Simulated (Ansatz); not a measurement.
# B₂Cl+ (triplet): wave-function methods side by side, cc-pVTZ

An exercise on one series of results from a longer session: the logs are not shown, and one member is left open.

Program: Ansatz 0.2.0, Gaussian basis. Level of theory: cc-pVTZ, core rule «outside noble gas», up to 7 orbitals frozen. These are calculated values, not measurements.

To be run: UHF; CCSD(T) on ROHF; CCSD(T) on UHF; BCCD(T) on ROHF; CCSDT(Q) on ROHF; CCSDT(Q) on UHF.

10 further runs of the same task are left out: 5 for a known fault of the program, 5 set aside as unsound or not needed.

## The geometry

The geometry is a PBE0/def2-TZVP stationary point (not a proven minimum) of the parent state, kept for this charge and spin.

3 atoms, charge 1, spin multiplicity 3.

Atoms are counted from 1 here; the program's logs count them from 0.

Bond lengths: B1–B2 1.516 Å, B2–Cl3 1.683 Å. Angles: B1–B2–Cl3 180.0°.

Set-up of the first run:

Input file in.yaml:

```yaml
crystal:
  periodic: [false, false, false]
  atoms:
    - {symbol: B, position_ang: [0.000000, 0.000000, -1.572000]}
    - {symbol: B, position_ang: [0.000000, 0.000000, -0.055600]}
    - {symbol: Cl, position_ang: [0.000000, 0.000000, 1.627600]}
basis:
  gaussian: {orbitals: cc-pVTZ}
total_charge: 1
magnetization: {spin_polarized: true, initial_magnetization: 2}
hamiltonian: {xc: hf}
output: {orbitals: {seedname: orbitals}}
```

Launch:

```bash
ansatz run in.yaml --threads 1 --pin off --events-out ev --progress --plain --max-ram 4096MiB --backend cpu
```

Steps of the session up to this table: UHF; CCSD(T) on ROHF; CCSD(T) on UHF; BCCD(T) on ROHF; CCSDT(Q) on ROHF; CCSDT(Q) on UHF.

One of the session's tables, all rows but one given; the rest of the session is left out.

| method | from UCCSDT(Q) (meV) |
| --- | --- |
| ROHF | +9155.0 |
| UHF | +9105.5 |
| RMP2 | +1326.1 |
| UMP2 | +1327.2 |
| RCCSD | +486.0 |
| UCCSD | +484.3 |
| RCCSD(T) | +63.0 |
| UCCSD(T) | +62.7 |
| BCCD(T) | ? |
| RCCSDT | +25.4 |
| UCCSDT | +24.9 |
| RCCSDT(Q) | +5.9 |
| UCCSDT(Q) | 0 |

Estimate the missing values for BCCD(T).

**Answer.** from UCCSDT(Q) (meV): +59.8. In the column «from UCCSDT(Q) (meV)» it lies between RCCSDT (+25.4) and UCCSD(T) (+62.7).

Limits of these values: Restricted and unrestricted rows rest on different reference determinants; where their highest levels disagree by more than a few hundredths of an eV, they describe different states and don't form one ladder.
